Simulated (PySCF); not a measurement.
Molecule: N2H3, net charge -1, singlet state. It need not be the lowest isomer of its formula. Whether it binds its extra electron was not tested at this geometry. 
Structure (B3LYP-D3(BJ)/def2-TZVP (Ansatz) minimum search):
SMILES: N[NH-]
```xyz
5

N     -0.0117     0.8129     0.0953
N     -0.0002    -0.6760    -0.0870
H     -0.8151     1.0690    -0.4970
H     -0.0399    -1.0945     0.8481
H      0.9385    -0.9330    -0.4092
```
Charge -1, spin multiplicity 1.

Dispersion corrections to the total energy (kcal/mol) from the dftd3 and dftd4 libraries through PySCF: D3(BJ) without and D4 with the three-body term, each with the damping fitted for the functional named.

```tsv
functional	D3(BJ)	D4
revPBE	-2.84	-4.78
B2PLYP	-0.69	-0.75
PBE	-1.00	(withheld)
PBE0	-0.79	-0.89
BP86	-1.36	(withheld)
B3LYP	-1.64	(withheld)
HSE06	-0.52	-0.80
```

Question: What belongs in the gaps?

Answer: 
- PBE, D4: -1.10
- BP86, D4: -1.34
- B3LYP, D4: -1.75
